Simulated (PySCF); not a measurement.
Run record: excited-state job, `C#CC=C1C=C1`.

Computed with TDDFT PBE0/def2-SVPD, vertical, gas phase, core orbitals frozen in the response (PySCF 2.14.0, density-fitted response routines). Geometry: GFN2-xTB. The input is one job of a driver script: a line of settings, then coordinates in Å.

Input:
```
{"job": {"kind": "uv", "xc": "PBE0", "basis": "def2-SVPD", "nstates": 8, "ntriplets": 3}, "charge": 0, "multiplicity": 1}
C      2.682061     0.402922     0.380996
C      1.677629    -0.138710     0.006782
C      0.513339    -0.795757    -0.447013
C     -0.683002    -0.239196    -0.389530
C     -1.581212     0.848648    -0.062169
C     -2.113953    -0.235743    -0.606236
H      3.555695     0.878849     0.712076
H      0.642619    -1.792299    -0.849201
H     -1.708534     1.825179     0.337903
H     -2.975760    -0.749237    -0.958977
```

**Question.** Give the output.

**Answer.** 
```
coarse grid: 9000 points
cycle   1  E = -230.3260921573  dE =  1.093e+00  |g| = 3.776e-01  |ddm| = 1.065e+01
cycle   2  E = -230.3192750372  dE =  6.817e-03  |g| = 4.104e-01  |ddm| = 2.444e+00
cycle   3  E = -230.3698698532  dE = -5.059e-02  |g| = 9.794e-02  |ddm| = 1.157e+00
cycle   4  E = -230.3721109758  dE = -2.241e-03  |g| = 3.643e-02  |ddm| = 2.175e-01
cycle   5  E = -230.3723556764  dE = -2.447e-04  |g| = 1.832e-02  |ddm| = 9.057e-02
cycle   6  E = -230.3724429377  dE = -8.726e-05  |g| = 3.879e-03  |ddm| = 3.123e-02
cycle   7  E = -230.3724464209  dE = -3.483e-06  |g| = 9.906e-04  |ddm| = 8.141e-03
final grid: 88736 points
cycle   8  E = -230.4102948028  dE = -1.816e-05  |g| = 4.766e-03  |ddm| = 1.162e-01
cycle   9  E = -230.4102926584  dE =  2.144e-06  |g| = 5.604e-03  |ddm| = 2.948e-02
cycle  10  E = -230.4103007853  dE = -8.127e-06  |g| = 1.820e-03  |ddm| = 1.219e-02
cycle  11  E = -230.4103016287  dE = -8.434e-07  |g| = 2.650e-04  |ddm| = 2.998e-03
cycle  12  E = -230.4103016438  dE = -1.507e-08  |g| = 9.801e-05  |ddm| = 5.660e-04
cycle  13  E = -230.4103016462  dE = -2.345e-09  |g| = 1.991e-05  |ddm| = 2.122e-04
cycle  14  E = -230.4103016463  dE = -9.908e-11  |g| = 7.208e-06  |ddm| = 5.086e-05
converged SCF energy = -230.4103016463

Static polarisability (au): isotropic 70.257, principal 40.797 60.318 109.656

Singlet excitations
state   eV       nm        f      main configurations
  1   3.8468    322.3   0.00658   H->L 0.99
  2   5.5678    222.7   0.00019   H->L+3 0.54, H->L+2 0.30
  3   5.6245    220.4   0.00010   H-1->L 0.98
  4   5.7068    217.3   0.46584   H->L+1 0.88
  5   5.8527    211.8   0.00508   H->L+2 0.65, H->L+3 0.14, H->L+5 0.11
  6   6.1530    201.5   0.00016   H-1->L+1 0.93
  7   6.2655    197.9   0.00402   H->L+4 0.77, H->L+3 0.15
  8   6.3868    194.1   0.00001   H-3->L 0.98

Triplet excitations (Tamm-Dancoff, eV): 3.0488 3.7639 5.2338
```

The SCF starts on a coarse grid where the log names one; the energy can jump when the final grid takes over, and dE then counts from the start density on the new grid. H and L stand for HOMO and LUMO; the number after each pair is its weight.

**Question.** How does the lowest singlet excitation compare with the HOMO–LUMO gap?

**Answer.** HOMO -5.90 eV and LUMO -1.00 eV give a gap of 4.90 eV; S1 at 3.85 eV lies 1.05 eV below it.

**Question.** Give S1 in cm⁻¹ and kJ/mol.

**Answer.** 3.8468 eV × 8065.54 = 31027 cm⁻¹; × 96.485 = 371.2 kJ/mol.

In short: HOMO -5.90 eV, LUMO -1.00 eV; lowest singlet 3.85 eV; lowest triplet 3.05 eV (Tamm–Dancoff); mean polarisability 70.3 au.

On an Arm Neoverse V1 with one thread, no GPU, on a shared host, this took 12 s wall.
Labels such as C1 count atoms from 1, the log's own numbers from 0.
